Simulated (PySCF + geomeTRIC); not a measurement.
A geometry relaxed with ωB97X-D3(BJ)/def2-TZVP (PySCF + geomeTRIC), charge 0, multiplicity 1:

```xyz
4

Cl     1.7361    -0.0681    -0.0022
Cl    -0.8101     1.5388     0.0013
B     -0.0008     0.0004     0.0000
Cl    -0.9289    -1.4694     0.0009
```

Q: Write the SMILES of this molecule.

A: `ClB(Cl)Cl`
